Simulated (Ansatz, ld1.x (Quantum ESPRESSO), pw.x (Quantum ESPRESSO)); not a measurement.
# silver (Ag): does the TM potential hold in the solid?

* Element: Ag
* Generator: ld1.x (Quantum ESPRESSO) 7.5
* Type: norm-conserving Troullier–Martins (Kleinman–Bylander form)
* Functional: LDA (PW92)
* Relativity: scalar-relativistic
* Frozen core: [Kr]
* Valence charge: 11
* Reference configuration: 4d10 5s0.75 5p0.25
* Partial waves: 5p (bound): rc 3.35 bohr; 4d (bound): rc 1.60 bohr; 5s (bound): rc 2.50 bohr
* Local potential: the s channel
* Core correction: a·sin(br)/r model core, default radius (core density twice the valence density)

Atomic tests: cutoffs needed: 70 Ry and 100 Ry (the cutoffs (Ry, on a coarse ladder) from which the occupation-weighted sum of valence levels, in a spherical-Bessel basis at the reference potential, stays within 10 and 1 mRy of its value at 400 Ry); ghost test: no extra level below or beside the all-electron valence levels (p, d, s, f tested) (spherical-Bessel basis up to 400 Ry, 20 bohr box); largest excitation error: -711 meV (all-electron minus pseudo) for 4d8 5s0 5p0, out of 7 test configurations.

Crystal test: bcc Ag in pw.x 7.5, no spin, 14³ k-points, Fermi–Dirac smearing 0.01 Ry, cutoffs 120/480 Ry. The reference is all-electron LAPW (Ansatz 0.2.0) with the same functional, mesh and smearing; V0 and B0 come from Birch–Murnaghan fits to the pressures at five volumes. Errors are pseudo minus all-electron; Δ is the rms difference of the E(V) curves that follow from these fits, minima aligned, over ±6 % about the mean V0. Mesh and smearing are coarse, so the numbers serve the comparison and aren't converged zero-temperature values; the lattice is a test structure that the element need not adopt.

All-electron: a0 = 3.183 Å (V0 = 16.12 Å³/atom), B0 = 134.5 GPa.

How far does the potential miss the all-electron equation of state?

mean pressure error (GPa): +5.47; a0 (Å): 3.224; a0 error (%): +1.29; B0 error (%): -4.7; Δ (meV/atom): 18.3. The largest radius (3.35 bohr) exceeds half the bond length (2.61 bohr), so the spheres overlap, which is one possible source of error among others. This is a poor potential for the solid.

| V (Å³/atom) | P all-electron (GPa) | P pseudo (GPa) |
| --- | --- | --- |
| 15.388 | 7.14 | 13.91 |
| 15.793 | 2.93 | 8.96 |
| 16.198 | -0.64 | 4.75 |
| 16.603 | -3.65 | 1.18 |
| 17.008 | -6.19 | -1.86 |

At the middle volume, how do free energy and pressure move when the wave cutoff is lowered (ecutrho kept at four times it)?

```csv
cutoff (Ry),shift of F (meV/atom),shift of P (GPa)
54,+1111.8,-71.82
72,+29.3,-2.03
96,+12.2,-0.21
```

The run at the middle volume (104 k-points, 7 iterations) took about 40 s on one core of a shared host (Neoverse-V1, 32 threads, 247 GiB, load 19).
